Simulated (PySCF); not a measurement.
CHCl2F

CHCl2F is a small molecule, neutral, singlet. The structure was relaxed in the gas phase by PBE0-D3(BJ)/def2-SVP. No frequency run checks that it is a minimum.

SMILES: FC(Cl)Cl

```
atom   x (Å)   y (Å)   z (Å)
  C1  -0.004   0.112   0.019
  F2  -0.003   0.843  -1.095
 Cl3   1.511  -0.790   0.138
 Cl4  -1.401  -0.968   0.021
  H5  -0.078   0.768   0.896
```

Shieldings: GIAO PBE0/pcSseg-2. Shifts are against computed references at the same level: C TMS (σ 184.1 ppm), H TMS (σ 31.24 ppm). Core levels by delta-SCF with SCAN, pcX-2 on the ionised atom and pcseg-1 elsewhere, spin-free X2C (2p3/2 is the spin-free 2p value less a third of a first-order spin-orbit splitting); from the vacuum level, for chosen atoms.

(1) Give the shieldings and core levels atom by atom.

(2) By CAM-B3LYP/def2-SVPD (TDDFT singlets, Tamm-Dancoff triplets, ionisation by delta-SCF), where does absorption start, and what does vertical ionisation take?

Answers

(1) 
```csv
atoms,bonded to,σ (ppm),δ (ppm),core level (eV)
C1,2 Cl + 1 F + 1 H,62.2,122.0,1s 296.68
F2,1 C,263.9,-,1s 694.16
Cl3 Cl4,1 C,582.7,-,2p3/2 207.04
H5,1 C,23.75,7.50,-
```

Values are those of this one static structure; atoms that internal rotation interchanges would show their mean in an NMR spectrum.

(2) The lowest singlet lies at 7.18 eV (f 0.015), the lowest triplet at 6.41 eV; vertical ionisation takes 11.89 eV.

The 3 runs behind this took 43 s in all, one thread each of Arm Neoverse V1 on a shared host, launched as `OMP_NUM_THREADS=1 python cluster_run.py task.json out`.
